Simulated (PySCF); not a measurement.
AlB: frontier orbitals

BLYP at R = 2.030 Å; PySCF, no relativity, basis sets Al def2-SVP, B def2-SVP. State: ³Σ⁻ (triplet), unpaired electrons π ↑↑. Only the outer orbitals are listed, counted within each symmetry.

| spin | orbital | occ. | ε (eV) | on Al (%) | main shells (%) |
| --- | --- | --- | --- | --- | --- |
| α | 5σ | 1 | -10.93 | 39 | 57 B s, 32 Al s |
| α | 6σ | 1 | -6.70 | 59 | 53 Al s, 30 B s, 11 B p |
| α | 2π | 1 | -4.51 | 35 | 64 B p, 34 Al p |
| α | 2π | 1 | -4.51 | 35 | 64 B p, 34 Al p |
| α | 7σ | 0 | -4.05 | 44 | 51 B p, 30 Al p, 13 Al s |
| α | 3π | 0 | -1.54 | 69 | 68 Al p, 31 B p |
| α | 3π | 0 | -1.54 | 69 | 68 Al p, 31 B p |
| β | 5σ | 1 | -9.88 | 49 | 46 B s, 43 Al s |
| β | 6σ | 1 | -6.08 | 65 | 44 Al s, 30 B s, 20 Al p |
| β | 7σ | 0 | -3.63 | 32 | 56 B p, 26 Al p, 12 B s |
| β | 2π | 0 | -3.28 | 55 | 55 Al p, 45 B p |
| β | 2π | 0 | -3.28 | 55 | 55 Al p, 45 B p |

Which are the highest filled and the lowest empty level, where do they sit, and how wide is the gap?

Highest filled α 2π at -4.51 eV (in %: 64 B p, 34 Al p); lowest empty α 7σ at -4.05 eV (in %: 51 B p, 30 Al p, 13 Al s); the gap at BLYP is 0.46 eV.

```
bond order (Mayer)                              : 1.87
⟨S²⟩                                            : 2.035
charge on Al (Mulliken, basis-dependent)        : 0.17
charge on Al (Löwdin, basis-dependent)          : 0.23
dipole moment (positive dipole means Al(−)B(+)) : -1.62 D
```

The state was picked by a PBE0 search and need not be the measured ground state.
